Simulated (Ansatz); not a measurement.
```yaml
crystal:
  periodic: [false, false, false]
  atoms:
    - {symbol: O, position_ang: [0.000000, 0.000000, -1.491027]}
    - {symbol: Si, position_ang: [0.000000, 0.000000, 0.000000]}
    - {symbol: O, position_ang: [0.000000, 0.000000, 1.491027]}
basis:
  gaussian: {orbitals: def2-TZVP}
hamiltonian: {xc: pbe0}
relax: {f_tol: 0.004, max_steps: 80}
```

```sh
$ ansatz run in.yaml --threads 1 --pin off --events-out ev --progress --plain --max-ram 2176MiB
```

Steps of the relaxation (energy above the last step; positions in Å, forces in eV/Å):

```
3
step 1, 14.0 meV
O     0.000    0.000   -1.491    0.000    0.000   -0.949
Si    0.000    0.000    0.000    0.000    0.000    0.000
O     0.000    0.000    1.491    0.000    0.000    0.949
```

```
3
step 2, 3.1 meV
O     0.000    0.000   -1.499    0.000    0.000   -0.441
Si    0.000    0.000    0.000    0.000    0.000    0.000
O     0.000    0.000    1.499    0.000    0.000    0.441
```

```
3
step 3, 0.0 meV
O     0.000    0.000   -1.506    0.000    0.000   -0.013
Si    0.000    0.000    0.000    0.000    0.000    0.000
O     0.000    0.000    1.506    0.000    0.000    0.013
```

```
3
step 4, 0.0 meV
O     0.000    0.000   -1.506    0.000    0.000    0.000
Si    0.000    0.000    0.000    0.000    0.000    0.000
O     0.000    0.000    1.506    0.000    0.000    0.000
```

Close pairs at the end: Si2–O3 1.506 Å, O1–Si2 1.506 Å.

A stationary point of restricted PBE0 after 4 steps (its stability towards spin polarisation wasn't tested); no frequencies were run, so it isn't proven a minimum. 7.5 s on 1 thread of Arm Neoverse V1, shared host.
